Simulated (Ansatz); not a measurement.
Active spaces for Si2H6, singlet

Calculated in Ansatz's Gaussian-basis code; NEVPT3, NEVPT4(SD), MRCISD by development code. Basis cc-pV(T+d)Z on Si, cc-pVTZ on H, nonrelativistic, 10 orbitals frozen in the corrections. State-specific CASSCF; RHF is the lowest restricted (open-shell) Hartree–Fock solution met. Letters tell apart solutions met in one space. Solutions may break the symmetry of the shape. Lower solutions, or ones in other orbitals, may exist.

Geometry:

```xyz
8

Si    0.0000    0.0000    1.1677
Si    0.0000    0.0000   -1.1677
H     0.0000    1.3933    1.6860
H    -1.2066   -0.6966    1.6860
H     1.2066   -0.6966    1.6860
H     0.0000   -1.3933   -1.6860
H    -1.2066    0.6966   -1.6860
H     1.2066    0.6966   -1.6860
```

CASSCF less RHF, in eV, and natural occupations:

```tsv
CAS	CASSCF	occupations
(2,2) a	-0.366	1.98, 0.02
(2,2) b	-0.241	1.99, 0.01
```

Q: What totals less RHF do the corrections give on each solution?

A: 

```json
{"CAS": "(2,2) a", "SC-NEVPT2": "-7.118", "FIC-NEVPT2": "-7.118", "NEVPT3": "-8.288", "NEVPT4(SD)": "-8.659", "MRCISD": "-7.745"}
{"CAS": "(2,2) b", "SC-NEVPT2": "-7.052", "FIC-NEVPT2": "-7.052", "NEVPT3": "-8.242", "NEVPT4(SD)": "-8.635", "MRCISD": "-7.717"}
```

Q: In CAS(2,2), is the solution lowest in CASSCF also lowest after SC-NEVPT2?

A: Yes: (2,2) a stays lowest, 0.07 eV under the next.

Q: How do single-reference totals in the same basis and frozen core stand against SC-NEVPT2 in CAS(2,2) a?

A: CCSD(T) -1.693 eV. Coupled cluster stands on the determinant that it favours, which can lie over the RHF solution above, and is in doubt where the occupations are far from 0, 1 and 2.

Q: Roughly how much CPU time does a whole run from the default start take (median of such runs, summed over threads; nearly all runs on one pinned thread of a shared server, mostly Xeon at 2.3 to 2.6 GHz, by a development driver)?

A: CAS(2,2) b: about 9.3 s. Other jobs ran beside these, and the count of passes differs.
